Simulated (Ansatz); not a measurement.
C4H6FN, SMILES `CC1=C(F)NC1`, relaxed with RKS PBE0-D4/def2-TZVP in Ansatz from a PBE-D4/def2-SVP geometry. The force threshold is 0.005 eV/Å; the program also tests the step.

Total charge 0; spin multiplicity 1.

Start:

```xyz
12

C     0.323    0.794   -1.539
C    -0.043    0.165   -0.246
C    -1.144   -0.354    0.355
F    -2.449   -0.394    0.095
N    -0.542   -1.043    1.430
C     0.741   -0.427    0.921
H     1.006    0.148   -2.137
H     0.842    1.769   -1.403
H    -0.582    0.980   -2.152
H    -0.825   -0.741    2.376
H     1.179    0.304    1.635
H     1.496   -1.201    0.666
```

By how much does the energy fall, and how many steps does the optimiser take? (Best estimate.)

The calculation gave: 6.01 kJ/mol, in 6 steps.

Which bonds change most? (An estimate is asked.)

Computed: C2–C3 from 1.357 to 1.333 Å; C6–H12 from 1.111 to 1.092 Å; C1–H7 from 1.114 to 1.095 Å; C6–H11 from 1.111 to 1.093 Å.

Give the relaxed structure. (Estimate.)

Computed: 
```xyz
12

C     0.317    0.789   -1.526
C    -0.043    0.146   -0.248
C    -1.126   -0.360    0.343
F    -2.417   -0.400    0.082
N    -0.538   -1.029    1.425
C     0.741   -0.428    0.914
H     0.984    0.157   -2.122
H     0.830    1.743   -1.371
H    -0.576    0.984   -2.122
H    -0.817   -0.703    2.347
H     1.170    0.301    1.606
H     1.476   -1.199    0.671
```
